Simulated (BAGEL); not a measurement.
**SiO2 (silicon dioxide molecule): FCI/STO-3G (density fitting with cc-pvqz-jkfit)**

What is the vertical ionisation energy of SiO2 (silicon dioxide molecule) at FCI/STO-3G (density fitting with cc-pvqz-jkfit)? 

Program for the calculation: BAGEL 1.2.2.

2 further runs of the same task are left out: 2 that didn't finish. Runs told in other sessions of the task aren't counted.

### 1 Starting point

SiO2 has 3 atoms, charge 0, and is taken as a singlet. As SMILES, `O=[Si]=O`. The coordinates come from a PBE0-D4/def2-TZVP relaxation.

Bond lengths: O1–Si2 1.506 Å, Si2–O3 1.506 Å. Angles: O1–Si2–O3 180.0°.

### 2 The energy at FCI/STO-3G (density fitting with cc-pvqz-jkfit)

calc.json

```json
{ "bagel" : [

{
  "title" : "molecule",
  "basis" : "sto-3g",
  "df_basis" : "cc-pvqz-jkfit",
  "angstrom" : true,
  "geometry" : [
    { "atom" : "O", "xyz" : [    0.697730,    1.229600,    0.518760 ] },
    { "atom" : "Si", "xyz" : [   -0.000010,    0.000000,    0.000000 ] },
    { "atom" : "O", "xyz" : [   -0.697730,   -1.229610,   -0.518760 ] }
  ]
},
{ "title" : "hf" },
{ "title" : "fci", "nstate" : 1, "ncore" : 7 }

]}
```

Command:

```bash
$ BAGEL_NUM_THREADS=1 BAGEL calc.json > calc.out
```

The program printed:

```text
* using 1 threads per process

  ===============================================================
  ===============================================================

  *** Geometry ***

  { "atom" : "O", "xyz" : [      1.318519,      2.323607,      0.980314 ] },
  { "atom" : "Si", "xyz" : [     -0.000019,      0.000000,      0.000000 ] },
  { "atom" : "O", "xyz" : [     -1.318519,     -2.323626,     -0.980314 ] },

  Number of auxiliary basis functions:      360

  Since a DF basis is specified, we compute 2- and 3-index integrals:
    o Being stored without compression. Storage requirement is 0.001 GB

  Number of basis functions:       19
  Number of electrons      :       30

    * METHOD: MOLECULE                             0.07

  *** RHF ***

  === Nuclear Repulsion ===
    89.9564389481

      * DIIS with orbital gradients will be used.

[... 6 lines left out ...]
    * SCF iteration converged.
[... 1 line left out ...]
    * Permanent dipole moment:
[... 45 lines left out ...]
     * ci vector, state   0, <S^2> = 0.0000
       22222222....     0.8941936557
       22222.22..2.    -0.0940420535
       222222.2.2..    -0.0936366543
       2222222.2...    -0.0936366307
       222a2222.b..    -0.0829725966
       222b2222.a..    -0.0829725966
       2222a222b...     0.0829725850
       2222b222a...     0.0829725850
       222222baba..    -0.0818321547
       222222abab..    -0.0818321547
       222222aabb..    -0.0732408823
       222222bbaa..    -0.0732408823
       22222ba2.ba.    -0.0728168042
       22222ab2.ab.    -0.0728168042
       22222a2ba.b.    -0.0728167928
       22222b2ab.a.    -0.0728167928
       22222a2ab.b.    -0.0677835044
       22222b2ba.a.    -0.0677835044
       22222bb2.aa.    -0.0677834946
       22222aa2.bb.    -0.0677834946
       222.2222.2..    -0.0668893070
       2222.2222...    -0.0668892971

    * METHOD: FCI                                 10.08

  ===============================================================
```

It took 11 s on 1 thread of Arm Neoverse V2, shared host; peak memory 0.42 GiB.

### 3 The doublet cation

input.json

```json
{ "bagel" : [

{
  "title" : "molecule",
  "basis" : "sto-3g",
  "df_basis" : "cc-pvqz-jkfit",
  "angstrom" : "true",
  "geometry" : [
    { "atom" : "O", "xyz" : [       0.697730,       1.229600,       0.518760 ] },
    { "atom" : "Si", "xyz" : [      -0.000010,       0.000000,       0.000000 ] },
    { "atom" : "O", "xyz" : [      -0.697730,      -1.229610,      -0.518760 ] }
  ]
},

{
  "title" : "hf",
  "charge" : 2
},

{
  "title" : "fci",
  "nstate" : 1,
  "charge" : 1,
  "ncore" : 7,
  "nspin" : 1
}

]}
```

Command:

```bash
$ BAGEL_NUM_THREADS=1 BAGEL input.json > input.out
```

The program printed:

```text
* using 1 threads per process

  ===============================================================
  ===============================================================

  *** Geometry ***

  { "atom" : "O", "xyz" : [      1.318519,      2.323607,      0.980314 ] },
  { "atom" : "Si", "xyz" : [     -0.000019,      0.000000,      0.000000 ] },
  { "atom" : "O", "xyz" : [     -1.318519,     -2.323626,     -0.980314 ] },

  Number of auxiliary basis functions:      360

  Since a DF basis is specified, we compute 2- and 3-index integrals:
    o Being stored without compression. Storage requirement is 0.001 GB

  Number of basis functions:       19
  Number of electrons      :       30

    * METHOD: MOLECULE                             0.06

  *** RHF ***

  === Nuclear Repulsion ===
    89.9564389481

      * DIIS with orbital gradients will be used.

[... 6 lines left out ...]
    * SCF iteration converged.
[... 1 line left out ...]
    * Permanent dipole moment:
[... 49 lines left out ...]
     * ci vector, state   0, <S^2> = 0.7500
       2222222a....     0.8345162687
       222a222a.b..    -0.1939670240
       222222ab..a.     0.1652124555
       222b222a.a..     0.1616355104
       22a2222ab...    -0.1462634385
       22222ba2.a..     0.1228715811
       222222ba..a.     0.1219775528
       22b2222aa...     0.1184241442
       22222aa2.b..    -0.1039329939
       222222.a..2.     0.1018072701
       2222b2a2a...     0.0987682348
       2222.22a2...     0.0808932058
       2222a2a2b...    -0.0774710638
       222a22ba.ba.    -0.0716506318
       22a222bab.a.    -0.0660625719
       2222aa2abb..     0.0625101051
       22222.2a.2..     0.0561395429
       22b222aaa.b.    -0.0537636739
       2222ba2aab..     0.0534761095
       222b22aa.ab.    -0.0532653727
       2222ab2aba..     0.0529573658

    * METHOD: FCI                                 17.91

  ===============================================================
```

Run time: 18 s. Hardware: 1 thread of Arm Neoverse V2, shared host; peak memory 0.64 GiB.

### 4 Summary of results

At FCI/STO-3G (density fitting with cc-pvqz-jkfit), 7 core orbitals frozen:

| quantity | value |
| --- | --- |
| singlet SiO2: total energy | -433.36317 Eh |
| doublet cation: total energy | -433.13712 Eh |
| vertical ionisation energy (to the doublet cation) | 6.151 eV |

The vertical ionisation energy comes to 6.15 eV (142 kcal/mol). In a minimal basis such a difference can be off by several eV, whatever the method.
